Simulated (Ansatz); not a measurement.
Two shapes of doublet C₃H₅.

Shape 1:

```xyz
8

C     0.0000    0.0000   -0.4065
C     0.0000    1.1315    0.1804
C     0.0000   -1.1315    0.1804
H     0.0000    0.0000   -1.4158
H     0.0000    1.9910   -0.3396
H     0.0000    1.1946    1.1849
H     0.0000   -1.9910   -0.3396
H     0.0000   -1.1946    1.1849
```

Shape 2:

```xyz
8

C     0.0000    0.0000   -0.4772
C     0.0000    1.3283    0.2117
C     0.0000   -1.3283    0.2117
H     0.0000    0.0000   -1.6620
H     0.0000    2.3372   -0.3986
H     0.0000    1.4024    1.3909
H     0.0000   -2.3372   -0.3986
H     0.0000   -1.4024    1.3909
```

Basis set: def2-TZVP (spherical functions). Left uncorrelated: 3 orbitals. Charge 0, multiplicity 2.

Computed with Ansatz (development build ahead of 0.2.0); each method stands on the lowest determinant of its kind that the runs found.

Which shape is lower in energy, and by how much in each method?

| method | E(2) − E(1) (eV) |
| --- | --- |
| UHF | 0.139 |
| UHF-MP2 | 0.208 |

Shape 1 is lower. Caution: the unrestricted determinant is spin contaminated.
